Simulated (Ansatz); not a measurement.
Reaction (isomerisation): `C=NCNC` → `CCC(=N)N`

Calculated with Ansatz (gas phase, PBE0-D4/def2-TZVP geometries, no zero-point term in ΔE). CCSD(T)/CBS is the MP2 limit (def2-TZVPP, def2-QZVPP) plus CCSD(T) − MP2 in def2-TZVPP, frozen cores. DFT in def2-TZVPP. B3LYP here is the variant with VWN-RPA as its local correlation; programs differ in this. Each species was taken in one conformer, which may not be the lowest.

```tsv
level	ΔE (kcal/mol)	difference from CCSD(T)/CBS
r2SCAN-D4	-31.2	-2.5
PBE0-D4	-30.5	-1.8
B3LYP-D4	-28.8	-0.1
ωB97X-V	-29.1	-0.4
ωB97M-V	-29.6	-0.9
PBE0	-30.5	-1.8
B3LYP	-28.6	0.1
MP2/def2-TZVPP	-29.7	-1.0
SCS-MP2/def2-TZVPP	-27.9	0.8
CCSD/def2-TZVPP	-27.9	0.8
HF/def2-QZVPP	-28.0	0.7
MP2/def2-QZVPP	-30.1	-1.4
SCS-MP2/def2-QZVPP	-28.4	0.3
HF/CBS(def2)	-28.0	0.7
MP2/CBS(def2)	-30.5	-1.8
CCSD/CBS(def2)	-28.7	0.0
CCSD(T)/CBS	-28.7	0
```

Largest T1 diagnostic among the species: 0.012.

From PBE to PBE0 (25 % exact exchange), in def2-TZVPP and without D4, ΔE moves by −0.7 kcal/mol.
